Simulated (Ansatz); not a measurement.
This geometry of ClH3Si + H2O (8 atoms, charge 0, multiplicity 1) is a first-order saddle point.

Theory: RKS PBE/def2-SVP (Ansatz 0.2.0).

```xyz
8
Properties=species:S:1:pos:R:3
Si -0.195 0.096 -0.107
Cl 0.009 0.717 2.258
H 1.084 -0.666 0.078
H -0.121 1.528 -0.524
H -0.776 -0.613 -1.329
O -1.891 -0.326 0.743
H -2.190 -1.253 0.636
H -1.576 -0.113 1.712
```

(1) Which two structures does it join? (They come from a converged band through this point; their orientation in space is the band's.)

(2) How far does it lie above each of them?

Answers

(1) Bonds broken: Si1–Cl2, O6–H8. Bonds formed: Si1–O6, Cl2–H8. ClH3Si + H2O becomes ClH + H4OSi.

Image 0:

```xyz
8
Properties=species:S:1:pos:R:3
Si 0.330 0.037 -0.052
Cl 0.297 -0.147 2.046
H 1.788 0.047 -0.419
H -0.300 1.326 -0.467
H -0.308 -1.165 -0.675
O -2.586 0.047 0.737
H -2.763 -0.912 0.707
H -2.116 0.137 1.591
```

Image 6:

```xyz
8
Properties=species:S:1:pos:R:3
Si -0.302 -0.082 -0.520
Cl -0.709 0.753 3.233
H 0.916 -0.829 -0.053
H -0.078 1.395 -0.478
H -0.637 -0.527 -1.918
O -1.637 -0.354 0.508
H -1.936 -1.280 0.569
H -1.275 0.295 2.127
```

(2) 0.77 eV above the first and 0.73 eV above the second. This is the barrier of this one path; another mechanism may lie lower. The orbitals stay closed-shell, which can raise the energy where a bond breaks towards radicals; this wasn't checked here.

Run time: 2.4 min on 1 thread of Arm Neoverse V1, with other jobs on the host, peak memory 0.15 GiB.
